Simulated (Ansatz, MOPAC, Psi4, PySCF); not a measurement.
Species: CH$_{3}$O (charge 0, doublet). SMILES: [CH2]O
Structure (B3LYP-D3(BJ)/def2-TZVP (Ansatz, a program for electronic structure) minimum search):
```xyz
5

C      0.6856     0.0200    -0.0430
O     -0.6711    -0.1179     0.0029
H     -1.0910     0.7448    -0.0816
H      1.1252     0.9802     0.1938
H      1.2214    -0.9012     0.1227
```
Charge 0, spin multiplicity 2.

Wanted: size of the dipole moment, in D. Conventions: no spin-orbit coupling; six Cartesian d functions in 6-31G* and its kin unless marked 5d; open shells spin-unrestricted; 6-311+G** with 5d; LANL2DZ all-electron up to Ne; non-relativistic; no dispersion term unless named. First-principles rows: single points at B3LYP-D3(BJ) geometries (Ansatz). Semi-empirical rows: dipoles at the shared geometry.

```csv
level,program,size of the dipole moment (D)
AM1,MOPAC,1.44
SVWN5/6-31G*,Ansatz,1.60
PBE/3-21G,Ansatz,1.69
PBE/LANL2DZ,Ansatz,1.89
PBE/def2-SVP,Ansatz,1.52
BLYP/6-31G*,Ansatz,1.52
BP86/def2-SVP,PySCF,1.52
B3LYP/3-21G,Ansatz,1.71
B3LYP/6-31G*,Ansatz,1.56
B3LYP/6-31+G*,Ansatz,1.69
B3LYP/6-31G**,Ansatz,1.54
wB97X-D/6-31G*,Psi4,1.61
wB97X-D/6-311+G**,Psi4,1.66
```

No value to compare with is used here. The 13 habitual levels span 1.44 (AM1) to 1.89 D (PBE/LANL2DZ).

The levels are drawn from those run, B3LYP/6-31G* more often than the rest, none by its result; runs whose electronic state is in doubt are left out.
